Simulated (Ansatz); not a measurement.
Two isomers of C3H5F3: A = `FCC(F)CF`, B = `CC(F)(F)CF`.

Calculated with Ansatz (gas phase, PBE0-D4/def2-TZVP geometries, no zero-point term in ΔE). CBS: MP2 limit from def2 TZ/QZ plus the TZ coupled-cluster correction, frozen cores. DFT in def2-TZVPP. B3LYP here is the variant with VWN-RPA as its local correlation; programs differ in this. Each species was taken in one conformer, which may not be the lowest.

(1) Which is lower in electronic energy at CCSD(T)/CBS, and by how much? (Estimate.)

(2) Give E(B) − E(A) in kcal/mol with r2SCAN-D4, PBE0-D4, B3LYP, LDA (SPW92), MP2/def2-TZVPP, BLYP-D4, CCSD/def2-TZVPP. (An estimate is asked.)

(3) Does the order hold for the free energy at 298.15 K (harmonic terms from PBE0-D4)? (Best estimate.)

Largest T1 diagnostic: 0.011.

Results:

(1) The calculation gave: B, by 13.6 kcal/mol.

(2) Ansatz gave: r2SCAN-D4 -14.8, PBE0-D4 -13.6, B3LYP -12.6, LDA (SPW92) -15.3, MP2/def2-TZVPP -14.1, BLYP-D4 -12.4, CCSD/def2-TZVPP -13.5. None reverses the order clearly.

(3) Ansatz gave: Yes: G(B) − G(A) = -14.0 kcal/mol, for one conformer each.

At CCSD(T), def2-SVP lies −2.5 kcal/mol from the extrapolated value and def2-TZVPP −0.1 kcal/mol. From BLYP to BHLYP (50 % exact exchange), in def2-TZVPP and without D4, E(B) − E(A) moves by −1.0 kcal/mol.
